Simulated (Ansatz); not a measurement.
Input file:

```yaml
crystal:
  periodic: [false, false, false]
  atoms:
    - {symbol: Al, position_ang: [0.000000, 0.000000, 0.000000]}
    - {symbol: P, position_ang: [0.000000, 0.000000, 2.260000]}
basis:
  gaussian: {orbitals: 6-31G}
correlation: {method: fci, electrons: outside_noble_gas}
```

```sh
$ ansatz run in.yaml --threads 1 --pin off --events-out ev --progress --plain --max-ram 2393MiB
```

Task: Roughly how long does this take on 1 thread of Arm Neoverse V2, shared host, and how much host memory?

Result: 14 s wall and 0.16 GiB.

```
495 factors; integrals over basis functions are off by at most 1.2e-7 eV
mean field evaluation 1: about -15847.3598 eV, gradient 2.0e1 eV
mean field evaluation 2: about -15847.3624 eV, gradient 2.0e1 eV
mean field evaluation 4: about -15849.8546 eV, gradient 1.5e0 eV
mean field evaluation 8: about -15849.8907 eV, gradient 9.1e-2 eV
mean field evaluation 16: about -15850.2884 eV, gradient 6.3e-1 eV
mean field evaluation 32: about -15850.3044 eV, gradient 4.7e-6 eV
mean field evaluation 64: about -15849.8910 eV, gradient 1.2e-5 eV
mean field evaluation 96: about -15850.3031 eV, gradient 8.9e-2 eV
mean field evaluation 128: about -15850.3043 eV, gradient 1.8e-4 eV
mean field -15850.30443422 eV, -582.4879442355 hartree, gradient 4.8e-8 eV, S^2 0.000000; 10 other end points of the search recorded, 0 dependent functions left out; unrestricted orbitals would lower it
mean field evaluation 160: about -15851.4379 eV, gradient 2.8e-1 eV
determinant -15850.30434775 eV, -582.4879410577 hartree, with singles and doubles -15852.60167365 eV, -582.5723662275 hartree
determinant -15849.89097430 eV, -582.4727498636 hartree, with singles and doubles -15853.31240009 eV, -582.5984849423 hartree
unrestricted determinant -15851.46012131 eV, -582.5304149524 hartree, S^2 1.1817
10 core orbitals not correlated: weight in the atoms' cores, before any rotation towards them, 1.000 or more for the frozen orbitals, at most 0.000 for the correlated occupied ones
reference -15850.30434775 eV, -582.4879410577 hartree; 4, 4 occupied and 12, 12 virtual orbitals, 495 factors
state -15853.62129848 eV, -582.6098367486 hartree
10 core orbitals not correlated: weight in the atoms' cores, before any rotation towards them, 1.000 or more for the frozen orbitals, at most 0.000 for the correlated occupied ones
state -15853.62133984 eV, -582.6098382687 hartree
Total energy: -15853.62133984 eV, -582.6098382687 hartree
```

Natural occupations: 1.9795 1.9157 1.8795 1.0102 0.9872 0.1220 0.0360 0.0321 0.0100 0.0080 0.0058 0.0056 0.0041 0.0021 0.0015 0.0007.
